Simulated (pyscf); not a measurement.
Single points on ωB97X-D3(BJ)/def2-SVP structures (PySCF, gas phase).

Problem. `[NH2][NH2]` + `[SiH2]` [singlet] → `[NH]=[SiH2]` + `[NH3]`
Surface: singlet. Broken: N–N, H–N. Formed: N–Si, H–N. Give ΔE‡ and ΔE from ωB97M-D3(BJ)/def2-TZVP, relative to the separated reactants.

Solution. ΔE‡ = 11.0 kcal/mol, ΔE = -53.8 kcal/mol. Zero-point energy shifts the barrier by -0.5 kcal/mol. It is a concerted two-bond exchange, with an imaginary mode of 1090i cm⁻¹. On the reactant side the descent ends in an adduct with a N–Si contact, 36.5 kcal/mol under the separated species and 48.1 kcal/mol under the saddle at ωB97X-D3(BJ)/def2-TZVP. What is counted as formed (N–Si) is already present as a longer contact in the reactant adduct; forming that adduct is a step of its own. The products may also form a dative adduct at HN=SiH₂; it and routes through it were not searched. The same reactants have a lower exit, to H₂N–NH–SiH: [singlet] + H₂ (barrier +2.5 kcal/mol at ωB97M-D3(BJ)/def2-TZVP, against +11.0 kcal/mol here). HN=SiH₂ lies 18.2 kcal/mol over its isomer H₂N–SiH: [singlet] (electronic energy, ωB97M-D3(BJ)/def2-TZVP). This is the saddle that the search found; another between the same sides may lie lower. A restricted solution here is unstable towards spin polarisation, so biradical character is likely and single-reference numbers are less safe.
